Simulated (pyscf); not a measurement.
CH₄ + •H₂C–CH₃ → H₃C–CH₂–CH₃ + H•, a substitution at C (doublet surface; C–H broken, C–C formed). PySCF, gas phase, ωB97X-D3(BJ)/def2-SVP geometries. Energies in kJ/mol from the separated reactants.

Small-basis levels: PySCF, no dispersion term, spherical d functions. Open shells are spin-unrestricted. 

Q: Quick B3LYP/6-31G* single points give ΔE‡ = 218.2 kJ/mol and ΔE = +82.7 kJ/mol. What does ωB97M-D3(BJ)/def2-TZVP give, and how far is the quick result from it?

A: ωB97M-D3(BJ)/def2-TZVP gives ΔE‡ = 218.6 kJ/mol and ΔE = +68.7 kJ/mol. B3LYP/6-31G* lies 0.4 kJ/mol under it in the barrier and 14.0 kJ/mol over it in the reaction energy, so on this step it does not hold to within 12.6 kJ/mol. ωB97M-D3(BJ)/def2-TZVP has limits of its own. This is the saddle that the search found; another between the same sides may lie lower. The angle at the attacked C is 179°.
